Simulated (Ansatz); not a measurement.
Mulliken charges of AlH2S2, SMILES `[SH][Al][SH]` radical from PBE/def2-TZVPP in Ansatz (PBE0-D4/def2-TZVP geometry).

| atom | x (Å) | y (Å) | z (Å) | charge (e) |
| --- | --- | --- | --- | --- |
| S1 | -1.810 | 0.371 | -1.129 | -0.246 |
| Al2 | -0.569 | -0.755 | 0.296 | 0.249 |
| S3 | 1.452 | 0.037 | 0.658 | -0.243 |
| H4 | -0.844 | 1.281 | -1.355 | 0.117 |
| H5 | 1.771 | -0.934 | 1.531 | 0.123 |

Q: By hand: the dipole of these point charges (1 e Å = 4.8032 D).

A: Σ q r = (0.070, -0.253, 0.221) e Å, of length 0.343 e Å = 1.65 D.

Q: How does the dipole of the full density compare? (Estimate.)

A: Ansatz gave: (0.081, -0.157, 0.155) e Å, 1.13 D; the point charges give 1.46 times that, at 9° from its direction.

Point charges leave out the atoms' own dipoles, such as those of lone pairs, and Mulliken's split depends on the basis, so the two needn't agree.
